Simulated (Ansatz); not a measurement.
Results of PBEsol (PAW; Ansatz, a first-principles code) for GeS (Pnma, No. 62).

Numerical settings: plane-wave cutoff 520 eV, 4×10×8 k mesh (along the axes of the cell as run), Fermi–Dirac smearing 0.01 eV, scalar-relativistic PAW data made under PBE.

Cell (relaxed at this level):

```yaml
crystal:
  lattice:
    - [10.29377, 0.00000, 0.00000]
    - [0.00000, 3.66276, 0.00000]
    - [0.00000, 0.00000, 4.15402]
  atoms:
    - { symbol: Ge, position: [0.61925, 0.25000, 0.37957] }
    - { symbol: Ge, position: [0.88075, 0.75000, 0.87957] }
    - { symbol: Ge, position: [0.11925, 0.25000, 0.12043] }
    - { symbol: Ge, position: [0.38075, 0.75000, 0.62043] }
    - { symbol: S, position: [0.85227, 0.25000, 0.49493] }
    - { symbol: S, position: [0.64773, 0.75000, 0.99493] }
    - { symbol: S, position: [0.35227, 0.25000, 0.00507] }
    - { symbol: S, position: [0.14773, 0.75000, 0.50507] }
```

**Question.** Predict the band gap and bulk modulus.

**Answer.** 
* **band gap**: 0.93 eV (on the SCF k mesh)
* **bulk modulus**: 36.4 GPa

Measured, for comparison: band gap 1.65 eV (room temperature, no zero-point or thermal correction, our sources range from 1.58 to 1.65; as tabulated in Setten et al. (2017), arXiv:1709.07349).

Note: the cell comes from a level without a dispersion term, which matters for the spacing of layers, chains or molecules; the bulk modulus is −V dP/dV from two relaxed cells at ±2 % in volume.

Spin–orbit coupling is not included.
